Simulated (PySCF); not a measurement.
Compound: C4H6N (doublet state).
Cartesian coordinates in Å at the GFN2-xTB level; atoms count from 1:
```
atom  x, y, z in Å
C1    -0.8252    1.3056    0.8194
C2    -0.3381    0.2996    0.0071
C3    -1.1198   -0.7272   -0.4824
N4     0.9990    0.4132   -0.3841
C5     1.8081   -0.5387   -0.3127
H6    -0.1828    2.0987    1.1524
H7    -1.8438    1.2916    1.1581
H8    -0.7102   -1.4764   -1.1352
H9    -2.1743   -0.7567   -0.2813
H10    2.8183   -0.3800   -0.6638
H11    1.5744   -1.5271    0.0966
```

The hyperfine couplings belong to this conformer and change with its torsions.

The species is `[CH2]C(=C)N=C` [radical].

Method used: PySCF 2.14.0, UKS B3LYP, pcH-1 on C H N, non-relativistic, mean-field spin-orbit, GIAO. The structure is a single GFN2-xTB conformer in the gas phase; no vibrational or solvent corrections. Couplings are sensitive to structure, and on GFN2-xTB geometries they can be far from those on DFT ones. The frame is twisted about the C2–N4 bond at this geometry (dihedral C3–C2–N4–C5 = -52°); couplings at other torsion angles weren't computed. Stability of the SCF solution: not tested. ⟨S²⟩ is 0.781 where a pure state has 0.75.

(1) Match the computed a_iso(13C) values +57.9, +53.6, -50.8, -14.5 MHz with the sites C1; C2; C3; C5.

Answers

(1) 
```csv
site,a_iso (MHz),ρ(0) (bohr⁻³),position,distance from C1 (Å),spin population,largest |T| (MHz)
C1,+57.9,+0.0515,largest spin population,0.00,+0.72,108.9
C2,-50.8,-0.0452,1 bond from C3,1.38,-0.25,28.6
C3,+53.6,+0.0477,a main spin site,2.43,+0.66,99.5
C5,-14.5,-0.0129,3 bonds from C3,3.41,-0.04,6.8
```

ρ(0) is the spin density at the nucleus and T the dipolar tensor. Largest spin populations (Mulliken): C1 (+0.72), C3 (+0.66) and C2 (-0.25). The angles at C1 add up to 360.0°, so it is planar; its axial dipolar tensor and the negative couplings of its protons fit spin in a p orbital normal to that plane. Main spin sites, with 60 % or more of the largest population: C1, C3; positions count bonds from the nearest.

H6 and H7 aren't averaged: C1 is flat or nearly so (angle sum 360°), and its turn about the short C1–C2 bond (1.38 Å) is taken as slow.
